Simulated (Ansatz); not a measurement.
in.yaml

```yaml
crystal:
  periodic: [false, false, false]
  atoms:
    - {symbol: H, position_ang: [-1.976789, 0.000000, 0.000000]}
    - {symbol: H, position_ang: [-1.283789, 0.000000, 0.000000]}
    - {symbol: B, position_ang: [0.176211, 0.000000, 0.000000]}
    - {symbol: H, position_ang: [0.685284, 0.000000, 1.077008]}
    - {symbol: H, position_ang: [0.685284, 0.000000, -1.077008]}
basis:
  gaussian: {orbitals: 6-31G}
magnetization: {spin_polarized: true, initial_magnetization: 1}
correlation: {method: ccsdt_q, electrons: outside_noble_gas}
```

```sh
$ ansatz run in.yaml --threads 1 --pin off --events-out ev --progress --plain --max-ram 2393MiB
```

Log:

```
382 factors; integrals over basis functions are off by at most 2.0e-7 eV
mean field evaluation 1: about -728.9973 eV, gradient 7.8e0 eV
mean field evaluation 2: about -728.9933 eV, gradient 7.8e0 eV
mean field evaluation 4: about -729.7124 eV, gradient 8.2e-1 eV
mean field evaluation 8: about -729.7246 eV, gradient 6.1e-3 eV
mean field evaluation 16: about -729.7305 eV, gradient 2.8e-2 eV
mean field evaluation 32: about -729.5848 eV, gradient 2.5e-5 eV
mean field evaluation 64: about -729.5848 eV, gradient 2.8e-4 eV
mean field -729.72459565 eV, -26.8168842652 hartree, gradient 7.5e-6 eV, S^2 0.764620; 6 other end points of the search recorded, 0 dependent functions left out
determinant -729.72459565 eV, -26.8168842652 hartree, with singles and doubles -731.89422545 eV, -26.8966166895 hartree
determinant -729.58483326 eV, -26.8117480919 hartree, with singles and doubles -731.90806434 eV, -26.8971252595 hartree
determinant -729.72459565 eV, -26.8168842652 hartree, with singles and doubles -731.89430946 eV, -26.8966197769 hartree
determinant -729.58483326 eV, -26.8117480919 hartree, with singles and doubles -731.90813749 eV, -26.8971279474 hartree
1 core orbitals not correlated: weight in the atoms' cores, before any rotation towards them, 1.000 or more for the frozen orbitals, at most 0.000 for the correlated occupied ones
reference -729.58483326 eV, -26.8117480919 hartree; 4, 3 occupied and 12, 13 virtual orbitals, 382 factors
second order -1.70103632 eV of doubles, -0.00000000 eV of singles
cycle   1  -2.11219277 eV  change   -4.1e-1 eV  update   5.1e-2
cycle   2  -2.33249539 eV  change   -2.2e-1 eV  update   2.3e-2
cycle   3  -2.35268400 eV  change   -2.0e-2 eV  update   8.2e-3
cycle   4  -2.35786898 eV  change   -5.2e-3 eV  update   3.7e-3
cycle   5  -2.35784348 eV  change    2.6e-5 eV  update   1.3e-3
cycle   6  -2.35802747 eV  change   -1.8e-4 eV  update   4.9e-4
cycle   7  -2.35821507 eV  change   -1.9e-4 eV  update   2.2e-4
cycle   8  -2.35819525 eV  change    2.0e-5 eV  update   8.3e-5
cycle   9  -2.35816606 eV  change    2.9e-5 eV  update   3.3e-5
cycle  10  -2.35817816 eV  change   -1.2e-5 eV  update   1.4e-5
cycle  11  -2.35817950 eV  change   -1.3e-6 eV  update   5.6e-6
cycle  12  -2.35817914 eV  change    3.5e-7 eV  update   2.4e-6
cycle  13  -2.35817681 eV  change    2.3e-6 eV  update   8.9e-7
cycle  14  -2.35817615 eV  change    6.7e-7 eV  update   3.2e-7
perturbative correction -0.00056055 eV, -0.0000205999 hartree
Total energy: -731.94356996 eV, -26.8984300667 hartree
```

For the same geometry and basis full CI lies 0.2 meV higher.

Ran on 1 thread of Arm Neoverse N1, shared host: 3.3 s wall, 0.13 GiB peak host memory.
